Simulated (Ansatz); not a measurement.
Reaction: CH2O (SMILES C=O) + H+ → CH3O+ (SMILES C=[OH+])
Each species at its own B3LYP-D3(BJ)/def2-TZVP minimum (Ansatz, a program for electronic structure).

Total energies in hartree (Ansatz). Radicals and triplets start from unrestricted determinants; spin-orbit coupling is neglected. Correlated methods leave the cores frozen. No relativity.

```tsv
species	HF/cc-pVTZ	CCSD(T)/cc-pVTZ	HF/cc-pVQZ	CCSD(T)/cc-pVQZ	CCSDT(Q)/cc-pVTZ
1: CH2O (formaldehyde, SMILES C=O)	-113.91209	-114.33369	-113.92111	-114.36890	-114.33486
2: CH3O+ (SMILES C=[OH+])	-114.20827	-114.62005	-114.21666	-114.65316	-114.62105
```

Problem. Work out the proton affinity (electronic), positive where energy is released in kcal/mol: take Hartree-Fock from cc-pVQZ, extrapolate the CCSD(T) correlation energy as X^-3 (X = 3, 4), and add CCSDT(Q) - CCSD(T) in cc-pVTZ. 1 hartree = 627.51 kcal/mol.

Solution. 
Species 1: correlation (64·(-0.44779) - 27·(-0.42160))/37 = -0.46690; step -0.00117; E1 = -113.92111 + (-0.46690) + (-0.00117) = -114.38918
H+ has no electrons: E = 0
Species 2: correlation (64·(-0.43650) - 27·(-0.41178))/37 = -0.45454; step -0.00100; E2 = -114.21666 + (-0.45454) + (-0.00100) = -114.67220
+1·E1 -1·E2 = 0.28302 hartree = 177.6 kcal/mol.
